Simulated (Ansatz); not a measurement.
`C=COC` + F• → `[CH2]OC=C`• + H–F  (hydrogen abstraction from a C–H bond)

Program: Ansatz. Geometries: PBE0-D4/def2-TZVP. ΔE: electronic, gas phase. CBS: MP2 limit from def2 TZ/QZ plus the TZ coupled-cluster correction, frozen cores. This one scheme is used for every species, atoms too. DFT in def2-TZVPP. B3LYP here is the variant with VWN-RPA as its local correlation; programs differ in this. Open shells (•) are unrestricted, without spin–orbit coupling. Spin–orbit coupling would lower the free atoms: a little for F. One conformer a species, not always the lowest.

| level | ΔE (kJ/mol) | difference from CCSD(T)/CBS |
| --- | --- | --- |
| r2SCAN-D4 | -151.0 | -4.3 |
| ωB97M-V | -137.5 | 9.2 |
| PBE-QIDH | -132.4 | 14.3 |
| BLYP | -165.2 | -18.5 |
| B3LYP | -148.2 | -1.5 |
| r2SCANh | -144.3 | 2.4 |
| CAM-B3LYP | -148.0 | -1.3 |
| RPA@PBE/def2-TZVPP | -100.7 | 46.0 |
| HF/def2-SVP | -45.4 | 101.3 |
| HF/def2-TZVPP | -60.2 | 86.5 |
| SCS-MP2/def2-TZVPP | -131.4 | 15.3 |
| CCSD/def2-TZVPP | -129.0 | 17.7 |
| CCSD(T)/def2-TZVPP | -133.8 | 12.9 |
| HF/def2-QZVPP | -62.0 | 84.7 |
| MP2/def2-QZVPP | -156.7 | -10.0 |
| SCS-MP2/def2-QZVPP | -139.3 | 7.4 |
| CCSD(T)/CBS | -146.7 | 0 |

Question: What do rigid-rotor, harmonic-oscillator terms from PBE0-D4/def2-TZVP frequencies (298.15 K, 1 bar) make of the CCSD(T)/CBS value? (Estimate.)

Answer: Ansatz gave: ΔZPE = -14.8 kJ/mol, ΔH = -157.7 kJ/mol, ΔS = 27 J/(mol·K), ΔG = -165.9 kJ/mol. Open shells count their whole term as degenerate.

Largest T1 diagnostic among the species: 0.018.

From PBE to PBE0 (25 % exact exchange), in def2-TZVPP and without D4, ΔE moves by +24.6 kJ/mol. In def2-TZVPP, CCSD(T) changes the Hartree–Fock value by −73.6 kJ/mol (the triples alone add −4.7 kJ/mol) and MP2 by −88.5 kJ/mol.

CCSD(T)/CBS has its own doubt, a few kJ/mol and more with outer-core shells, so smaller differences from it don't rank the levels.
